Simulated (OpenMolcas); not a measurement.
**SVWN5/ANO-XS-VDZ (DKH2) run of C2H3ClF2 (1-chloro-1,1-difluoroethane)**

Aim: the vertical singlet–triplet gap of C2H3ClF2 (1-chloro-1,1-difluoroethane) at SVWN5/ANO-XS-VDZ (DKH2), from 2 runs. 

The results are computed with OpenMolcas 26.06.

### 1 Starting point

C2H3ClF2: 8 atoms, total charge 0, spin state singlet. As SMILES, `CC(F)(F)Cl`. The coordinates come from a GFN2-xTB relaxation.

Bond lengths: C1–C2 1.508 Å, C2–F3 1.347 Å, C2–F4 1.346 Å, C2–Cl5 1.793 Å, C1–H6 1.086 Å, C1–H7 1.089 Å, C1–H8 1.086 Å. Some angles: C1–C2–F3 111.6°, C1–C2–F4 111.6°, C1–C2–Cl5 112.0°, F3–C2–F4 105.6°, F3–C2–Cl5 107.8°, F4–C2–Cl5 107.9°, C2–C1–H6 109.5°, C2–C1–H7 108.7°, C2–C1–H8 109.5°, H6–C1–H7 109.6°.

### 2 A single-point energy at SVWN5/ANO-XS-VDZ (DKH2)

Input file job.input:

```
* C2H3ClF2 Kohn-Sham DFT
>>> EXPORT MOLCAS_PRINT=2
&GATEWAY
Coord
8
bohr
C     -1.13128454    -0.58371750     0.91217080
C      0.99142591     0.34041526    -0.74897405
F      3.25815240     0.02426408     0.36632341
F      1.11346443    -0.96723742    -2.92765820
Cl     0.66299151     3.62247270    -1.52092717
H     -1.13941037     0.47859204     2.66804762
H     -0.83463534    -2.57987300     1.31284943
H     -2.92070401    -0.33493506    -0.06185074
Basis=ANO-XS-VDZ
Group=NoSym
&SEWARD
Relativistic=R02E00
&SCF
KSDFT=SVWN5
PrOrbitals=0
```

Started as:

```console
$ export MOLCAS_MEM=1860
$ pymolcas job.input > job.log
```

The program printed, shortened:

```text
--- Start Module: gateway ---
[...]
--- Stop Module: gateway /rc=_RC_ALL_IS_WELL_ ---
--- Start Module: seward ---
[...]
      Basis functions           55
--- Stop Module: seward /rc=_RC_ALL_IS_WELL_ ---
[...]
--- Start Module: scf ---
[...]
       Convergence after  14 Iterations
[...]
::    Total KS-DFT energy                            -735.9343060440
[...]
      Total spin, S                                     0.0000000000
[...]
      Total electronic charge=   50.000000
      Total            charge=   -0.000000
[...]
      Dipole Moment (debye):
      Origin of the operator (angstrom)=    0.5273    0.5471   -0.5077
                   X= -1.8324E+00               Y= -8.1902E-01               Z=  1.4333E+00           Total=  2.4664E+00
      Quadrupole Moment (debye*angstrom):
[...]
--- Stop Module: scf /rc=_RC_ALL_IS_WELL_ ---
[...]
```

It took 5.4 s on 1 thread of Arm Neoverse V1, shared host; peak memory 0.39 GiB.

### 3 The triplet at the same level

Input file job.input:

```
&GATEWAY
  Coord
  8
  bohr
  C     -1.13128454    -0.58371750     0.91217080
  C      0.99142591     0.34041526    -0.74897405
  F      3.25815240     0.02426408     0.36632341
  F      1.11346443    -0.96723742    -2.92765820
  Cl     0.66299151     3.62247270    -1.52092717
  H     -1.13941037     0.47859204     2.66804762
  H     -0.83463534    -2.57987300     1.31284943
  H     -2.92070401    -0.33493506    -0.06185074
  Basis
  ANO-XS-VDZ
  Group
  NoSym

&SEWARD
  Relativistic
  R02E00

&SCF
  UHF
  Spin
  3
  KSDFT
  SVWN5
  PrOrbitals
  0
```

Started as:

```console
$ export MOLCAS_MEM=1860
$ pymolcas job.input > job.log
```

The program printed, shortened:

```text
--- Start Module: gateway ---
[...]
--- Stop Module: gateway /rc=_RC_ALL_IS_WELL_ ---
--- Start Module: seward ---
[...]
      Basis functions           55
--- Stop Module: seward /rc=_RC_ALL_IS_WELL_ ---
[...]
--- Start Module: scf ---
[...]
       Convergence after  38 Iterations
[...]
::    Total KS-DFT energy                            -735.6504895578
[...]
      Total spin, S                                     1.0004355737
[...]
      Total electronic charge=   50.000000
      Total            charge=   -0.000000
[...]
      Dipole Moment (debye):
      Origin of the operator (angstrom)=    0.5273    0.5471   -0.5077
                   X= -1.4028E+00               Y=  1.1424E+00               Z=  6.2577E-01           Total=  1.9143E+00
      Quadrupole Moment (debye*angstrom):
[...]
--- Stop Module: scf /rc=_RC_ALL_IS_WELL_ ---
[...]
```

Wall time 14 s (1 thread of Arm Neoverse V1, shared host); peak memory 0.39 GiB.

### 4 What came out

Level: SVWN5/ANO-XS-VDZ (DKH2).

```
                                        quantity          value
                           singlet: total energy  -735.93431 Eh
                          singlet: dipole moment         2.47 D
                            singlet: HOMO energy       -7.89 eV
                            singlet: LUMO energy       -0.61 eV
                          singlet: HOMO–LUMO gap        7.28 eV
                           triplet: total energy  -735.65049 Eh
                          triplet: dipole moment         1.91 D
     triplet: HOMO energy (highest over α and β)       -0.28 eV
                                   triplet: ⟨S²⟩          2.001
vertical energy of the triplet above the singlet       7.723 eV
```

What this shows: At this shape the triplet lies 7.72 eV (745 kJ/mol) above the singlet. Mulliken charges (singlet) run from -0.55 on C1 to +0.25 on H7. Mulliken charges (triplet) run from -0.60 on C1 to +0.30 on Cl5; they depend strongly on the basis.
